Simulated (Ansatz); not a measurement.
The first iterations of a band of BF2H (4 atoms, charge 0, multiplicity 1).

The calculation used RKS r2SCAN-D4/def2-mTZVP (Ansatz).

```yaml
movable_images: 7
climbing_image: yes
spring: 5.0 eV/Å²
optimiser: quadratic models (default)
start_path: through a guess of the saddle point
force_threshold: 0.03 eV/Å
iteration_limit: 60
end_points: relaxed
```

Initial state:

```xyz
4
Properties=species:S:1:pos:R:3
B 0.279 0.000 0.205
H 0.220 0.000 1.391
F 1.441 0.000 -0.417
F -0.817 0.000 -0.530
```

Final state:

```xyz
4
Properties=species:S:1:pos:R:3
B -0.604 0.000 -0.126
H 1.304 0.000 0.530
F 2.209 0.000 0.811
F -1.786 0.000 -0.567
```

| iteration | highest image above the first end (eV) | largest band force component (eV/Å) |
| --- | --- | --- |
| 1 | 5.871 | 5.315 |
| 2 | 5.597 | 4.390 |
| 3 | 4.873 | 3.319 |
| 4 | 4.621 | 2.398 |

Task: Does the band converge within its limit, and where does its top end?

Result: The run converged. It ended after 14 iterations with the highest image 4.592 eV above the first end. Neighbouring images differ by up to 2.5 eV, so the band resolves the path poorly. A vibrational analysis at the climbing image gives one clearly imaginary mode, 1170i cm⁻¹: a first-order saddle point. The orbitals stay closed-shell, which can raise the energy where a bond breaks towards radicals; this wasn't checked here.

Run time: 2.4 min on 1 thread of Arm Neoverse V2, with other jobs on the host, peak memory 0.11 GiB.
